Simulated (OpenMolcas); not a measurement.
# [NH4]+ (ammonium): levels of theory compared

Aim: a comparison of 6 runs (HF/STO-3G, B2PLYP/STO-3G, B3LYP/STO-3G, PBE/STO-3G, MP2/STO-3G, CISD/STO-3G) of [NH4]+ (ammonium). 

The results are computed with OpenMolcas 26.06.

1 further run of the same task is left out (set aside as unsound or not needed).

## Step 1: Starting point

The species is [NH4]+ (5 atoms), meant as a singlet with charge +1. SMILES: `[NH4+]`. The N1–H4 distance was set to 1.544 Å, away from the relaxed value. At this shape a bond of the SMILES string is far longer than usual.

Bond lengths: N1–H2 1.030 Å, N1–H3 1.029 Å, N1–H5 1.030 Å. Angles: H2–N1–H3 109.5°, H2–N1–H5 109.5°, H3–N1–H5 109.4°.

## Step 2: The energy at HF/STO-3G (run 1)

calc.inp

```
* H4N Hartree-Fock

&GATEWAY
  BasLib
  $CurrDir
  Coord
  5
  angstrom
  N       -0.011920       0.318758       0.404105
  H        0.443870      -0.132012       1.209765
  H       -0.989900       0.536248       0.640665
  H        0.024080      -0.637350      -0.808220
  H        0.485880       1.189188       0.170145
  Basis
  STO-3G
  Group
  NoSym

&SEWARD

&SCF
  Charge
  1
  Thresholds
  1e-10 1e-07 1e-07 1e-05
  PrOrbitals
  1 1
```

The basis set STO-3G is read from a file made from the Basis Set Exchange's data (not shown).

Run with:

```bash
$ export MOLCAS_MEM=1860
$ pymolcas calc.inp > calc.log
```

The log of the run:

```text
--- Start Module: gateway ---
[...]
--- Stop Module: gateway /rc=_RC_ALL_IS_WELL_ ---
--- Start Module: seward ---
[...]
      Basis functions            9
--- Stop Module: seward /rc=_RC_ALL_IS_WELL_ ---
--- Start Module: scf ---
[...]
       Convergence after  12 Iterations
[...]
::    Total SCF energy                                -55.7542346278
[...]
      Total spin, S                                     0.0000000000
[...]
      Total electronic charge=   10.000000
      Total            charge=    1.000000
[...]
      Dipole Moment (debye):
      Origin of the operator (angstrom)=   -0.0113    0.3009    0.3815
                   X=  2.9268E-02               Y= -7.8699E-01               Z= -9.9736E-01           Total=  1.2708E+00
      Center of Charge (angstrom)
[...]
--- Stop Module: scf /rc=_RC_ALL_IS_WELL_ ---
[...]
```

It took 1.4 s on 1 thread of Arm Neoverse V2, shared host; peak memory 0.37 GiB.

## Step 3: A single-point energy at B2PLYP/STO-3G (run 2)

calc.input

```
&GATEWAY
BASLIB=$CurrDir
COORD
5
angstrom
N       -0.011920       0.318758       0.404105
H        0.443870      -0.132012       1.209765
H       -0.989900       0.536248       0.640665
H        0.024080      -0.637350      -0.808220
H        0.485880       1.189188       0.170145
BASIS=STO-3G
GROUP=NoSym
&SEWARD
GRIDINPUT
Grid=UltraFine
End of Grid
&SCF
CHARGE=1
KSDFT=B2PLYP_SCF
THRESHOLDS=1e-10 1e-07 1e-07 1e-05
PRORBITALS=1 1
&MBPT2
FROZEN=1
```

The basis set STO-3G is read from a file made from the Basis Set Exchange's data (not shown).

Run with:

```bash
$ export MOLCAS_MEM=1860
$ pymolcas calc.input > calc.log
```

The log of the run:

```text
--- Start Module: gateway ---
[...]
--- Stop Module: gateway /rc=_RC_ALL_IS_WELL_ ---
[...]
      Basis functions            9
[...]
--- Start Module: scf ---
[...]
       Convergence after  12 Iterations
[...]
::    Total KS-DFT energy                             -55.9882848835
[...]
      Total spin, S                                     0.0000000000
[...]
      Total electronic charge=   10.000000
      Total            charge=    1.000000
[...]
      Dipole Moment (debye):
      Origin of the operator (angstrom)=   -0.0113    0.3009    0.3815
                   X=  2.4751E-02               Y= -6.6794E-01               Z= -8.4640E-01           Total=  1.0785E+00
      Center of Charge (angstrom)
[...]
--- Stop Module: scf /rc=_RC_ALL_IS_WELL_ ---
[...]
--- Start Module: mbpt2 ---
[...]
 ###    WARNING: MP2 implementation intended for RHF references only         ###
 ###############################################################################
MBPT2 WARNING: Reference function according to RunFile:KS-DFT
I'll assume you know what you're doing and continue
WARNING!
Default frozen orbitals as non valence orbitals is overwritten by user input.
Default values:   1
[...]
       Reference weight ( Cref**2 )         =        0.94129
::    Total MBPT2 energy                              -56.0906639254
[...]
      Total MBPT2 calculations                           0.03      0.03
--- Stop Module: mbpt2 /rc=_RC_ALL_IS_WELL_ ---
[...]
```

Wall time 4.2 s (1 thread of Arm Neoverse V2, shared host); peak memory 0.36 GiB.

## Step 4: A single-point energy at B3LYP/STO-3G (run 3)

calc.inp

```
&GATEWAY
BASLIB=$CurrDir
COORD
5
angstrom
N       -0.011920       0.318758       0.404105
H        0.443870      -0.132012       1.209765
H       -0.989900       0.536248       0.640665
H        0.024080      -0.637350      -0.808220
H        0.485880       1.189188       0.170145
BASIS=STO-3G
GROUP=NoSym
&SEWARD
GRIDINPUT
Grid=UltraFine
End of Grid
&SCF
CHARGE=1
KSDFT=B3LYP
THRESHOLDS=1e-10 1e-07 1e-07 1e-05
PRORBITALS=1 1
```

The basis set STO-3G is read from a file made from the Basis Set Exchange's data (not shown).

Run with:

```bash
$ export MOLCAS_MEM=1860
$ pymolcas calc.inp > calc.log
```

The log of the run:

```text
--- Start Module: gateway ---
[...]
--- Stop Module: gateway /rc=_RC_ALL_IS_WELL_ ---
--- Start Module: seward ---
[...]
      Basis functions            9
--- Stop Module: seward /rc=_RC_ALL_IS_WELL_ ---
--- Start Module: scf ---
[...]
       Convergence after  14 Iterations
[...]
::    Total KS-DFT energy                             -56.1124541467
[...]
      Total spin, S                                     0.0000000000
[...]
      Total electronic charge=   10.000000
      Total            charge=    1.000000
[...]
      Dipole Moment (debye):
      Origin of the operator (angstrom)=   -0.0113    0.3009    0.3815
                   X=  2.1579E-02               Y= -5.8431E-01               Z= -7.4034E-01           Total=  9.4339E-01
      Center of Charge (angstrom)
[...]
--- Stop Module: scf /rc=_RC_ALL_IS_WELL_ ---
[...]
```

Run time: 4.2 s. Hardware: 1 thread of Arm Neoverse V2, shared host; peak memory 0.36 GiB.

Runs 4 to 5 aren't shown in full; the table further down has their settings and results.

## Step 5: A single-point energy at CISD/STO-3G (run 6)

calc.input

```
* H4N CISD

&GATEWAY
 BASLIB = $CurrDir
 COORD
 5
 angstrom
 N       -0.011920       0.318758       0.404105
 H        0.443870      -0.132012       1.209765
 H       -0.989900       0.536248       0.640665
 H        0.024080      -0.637350      -0.808220
 H        0.485880       1.189188       0.170145
 BASIS = STO-3G
 GROUP = NoSym

&SEWARD

&SCF
 CHARGE = 1
 THRESHOLDS = 1e-10 1e-07 1e-07 1e-05
 PRORBITALS = 1 1

&MOTRA
 FROZEN = 1

&GUGA
 ELECTRONS = 8
 SPIN = 1
 INACTIVE = 4
 ACTIVE = 0
 CIALL = 1

&CPF
 SDCI
```

The basis set STO-3G is read from a file made from the Basis Set Exchange's data (not shown).

Run with:

```bash
$ export MOLCAS_MEM=1860
$ pymolcas calc.input > calc.log
```

The log of the run:

```text
--- Start Module: gateway ---
[...]
--- Stop Module: gateway /rc=_RC_ALL_IS_WELL_ ---
[...]
      Basis functions            9
[...]
       Convergence after  12 Iterations
[...]
::    Total SCF energy                                -55.7542346278
[...]
      Total spin, S                                     0.0000000000
[...]
      *** WARNING: Default frozen orbitals is overwritten by user input.
      *** Default values:   1
[...]
--- Start Module: guga ---
[...]
--- Stop Module: guga /rc=_RC_ALL_IS_WELL_ ---
--- Start Module: cpf ---
[...]
      Active orbitals                            0       0
[...]
      Spin quantum number                      0.0
[...]
     FINAL CI ENERGY           -55.85605581
     FINAL CORRELATION ENERGY   -0.10182118  REFERENCE ENERGY     -55.75423463
[...]
     REL. CI ENERGY            -55.85605581
[...]
      Total electronic charge=   10.000000
      Total            charge=    1.000000
[...]
      Dipole Moment (debye):
      Origin of the operator (angstrom)=   -0.0113    0.3009    0.3815
                   X=  1.5156E-02               Y= -4.1276E-01               Z= -5.2289E-01           Total=  6.6635E-01
      Quadrupole Moment (debye*angstrom):
[...]
--- Stop Module: cpf /rc=_RC_ALL_IS_WELL_ ---
[...]
```

Run time: 1.6 s. Hardware: 1 thread of Arm Neoverse V2, shared host; peak memory 0.37 GiB.

## Step 6: All runs side by side

```tsv
run	level	frozen core orbitals	integration grid	energy (Eh)	HOMO energy (eV)	LUMO energy (eV)	HOMO–LUMO gap (eV)	wall time
1	HF/STO-3G	–	–	-55.754235	-22.35	-2.22	20.13	1.4 s
2	B2PLYP/STO-3G	1	UltraFine	-56.015927	-20.23	-5.42	14.81	4.2 s
3	B3LYP/STO-3G	–	UltraFine	-56.112454	-18.72	-7.64	11.08	4.2 s
4	PBE/STO-3G	–	UltraFine	-56.043759	-17.53	-8.62	8.91	3.9 s
5	MP2/STO-3G	1	–	-55.833698	-22.35	-2.22	20.13	1.6 s
6	CISD/STO-3G	1	–	-55.856056	-22.35	-2.22	20.13	1.6 s
```

## Step 7: What came out

| quantity | value |
| --- | --- |
| run 6: total energy | -55.85606 Eh |
| run 6: HOMO energy (Hartree–Fock orbitals) | -22.35 eV |
| run 6: LUMO energy (Hartree–Fock orbitals) | -2.22 eV |
| run 6: HOMO–LUMO gap (Hartree–Fock orbitals) | 20.13 eV |
| run 6: correlation energy (1 core orbital frozen) | -101.8 mEh |

What this shows: Below the HF energy at the same shape and in the same basis (STO-3G): MP2 -79.5 mEh; CISD -101.8 mEh. Over runs 1, 2, 3, 4 the HOMO–LUMO gap runs from 8.91 eV (PBE/STO-3G) to 20.13 eV (HF/STO-3G). Exact exchange widens orbital gaps. For B2PLYP the log adds the whole second-order term; the table takes 0.27 of it, as the functional is defined. Totals of different functionals can't be ranked against each other. In runs 1, 2, 3, 4, 5, 6 the basis is minimal, so the values are rough. All runs together took 17 s, the longest 4.2 s.
